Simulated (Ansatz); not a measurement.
Process, species as SMILES: S (H2S) → 2 H atom + S atom
B3LYP-D3(BJ)/def2-TZVP geometries, fixed; electronic energies without zero-point terms.

Core correlation in the atomisation energy at MP2 with Ansatz (a first-principles code), in kcal/mol: frozen core against 1s of Al to Cl frozen alone. Core-valence sets carry the plain set on hydrogen. Open shells are unrestricted.

```
basis        functions, most  frozen core
-----------  ---------------  -----------
cc-pV(D+d)Z               33       165.38
cc-pCVDZ                  37       163.55
cc-pV(T+d)Z               67       175.67
cc-pCVTZ                  87       175.57
cc-pwCVTZ                 87       175.98
cc-pV(Q+d)Z              124       179.21
cc-pCVQZ                 169       179.26
cc-pwCVQZ                169       179.34
```

Problem. How large is the core term in each set?

Solution. The largest core-valence set, cc-pwCVQZ, gives a core term of 0.41 kcal/mol; the valence set cc-pV(Q+d)Z, which lacks functions for the core, gives 0.61. By row: cc-pV(D+d)Z 0.87, cc-pCVDZ 0.61, cc-pV(T+d)Z 1.66, cc-pCVTZ 0.43, cc-pwCVTZ 0.40, cc-pV(Q+d)Z 0.61, cc-pCVQZ 0.42, cc-pwCVQZ 0.41.
